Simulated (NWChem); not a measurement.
# formamide (CH3NO); SMILES C(N)=O

```xyz
6

N     -0.1838     1.0729     0.0000
C      0.3844    -0.1567     0.0000
O     -0.2170    -1.2023     0.0000
H     -1.1937     1.1499     0.0000
H      0.3750     1.9139     0.0000
H      1.5020    -0.1003     0.0000
```
Atoms are numbered in this order, from 1.

All runs: NWChem. Pople sets run with spherical d functions. Structure relaxed at the PBE0/def2-SVP level. Level: PBE/6-31G* with SMD (1 M gas to 1 M solution), gas-phase geometry.

```
solvent             dielectric constant  solvation free energy (kcal/mol)  cavity-dispersion-structure term (kcal/mol)  dipole in solution (D)
------------------  -------------------  --------------------------------  -------------------------------------------  ----------------------
water                              78.4                              -7.0                                          3.8                    4.96
ethylene glycol                    40.2                              -5.2                                          5.5                    4.94
dimethyl sulfoxide                 46.8                              -6.6                                          0.6                    4.47
dichloromethane                    8.93                        (withheld)                                          1.0                    4.45
anisole                            4.22                              -5.1                                          0.4                    4.27
```

Task: What belongs in the gaps?

Result: 
- dichloromethane, solvation free energy (kcal/mol): -6.0
